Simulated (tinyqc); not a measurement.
Inside a calculation. Method: Pariser-Parr-Pople SCF with singles CI, for the molecule C=CC=CC=C (SMILES; centres numbered as the heavy atoms are written). One step of it, computed by the program tinyqc.

Task: Singles CI, triplets. Over the 4 single excitations with the smallest orbital gaps: A = (e_a - e_i) delta - (ij|ab), with (pq|rs) = sum c_mp c_mq gamma_mn c_nr c_ns.

orbital energies (eV): [-14.176003, -12.587578, -10.188005, -3.781995, -1.382422, 0.206003]

coefficients, order 1C, 2C, 3C, 4C, 5C, 6C:
```
[[0.249091, 0.445629, 0.489253, 0.489253, -0.445629, 0.249091],
 [0.412726, 0.513249, 0.257357, -0.257357, 0.513249, -0.412726],
 [0.517311, 0.194910, -0.440907, -0.440907, -0.194910, 0.517311],
 [0.517311, -0.194910, -0.440907, 0.440907, -0.194910, -0.517311],
 [0.412726, -0.513249, 0.257357, 0.257357, 0.513249, 0.412726],
 [0.249091, -0.445629, 0.489253, -0.489253, -0.445629, -0.249091]]
```

repulsion gamma_rs (eV), order 1C, 2C, 3C, 4C, 5C, 6C:
```
[[11.250000, 5.373380, 3.886450, 2.889206, 2.348964, 1.950492],
 [5.373380, 11.250000, 5.371564, 3.886450, 2.888610, 2.348964],
 [3.886450, 5.371564, 11.250000, 5.373380, 3.886450, 2.889206],
 [2.889206, 3.886450, 5.373380, 11.250000, 5.371564, 3.886450],
 [2.348964, 2.888610, 3.886450, 5.371564, 11.250000, 5.373380],
 [1.950492, 2.348964, 2.889206, 3.886450, 5.373380, 11.250000]]
```

Give: triplet CI matrix; triplet excitation energies.

Result:

triplet CI matrix (eV), order 3>4, 3>5, 2>4, 1>4:
```
[[1.2851, 0.0000, 0.0000, 0.3039],
 [0.0000, 3.9935, 1.4689, 0.0000],
 [0.0000, 1.4689, 3.9935, 0.0000],
 [0.3039, 0.0000, 0.0000, 5.2872]]
```

triplet excitation energies (eV): [1.2622, 2.5246, 5.3101, 5.4624]
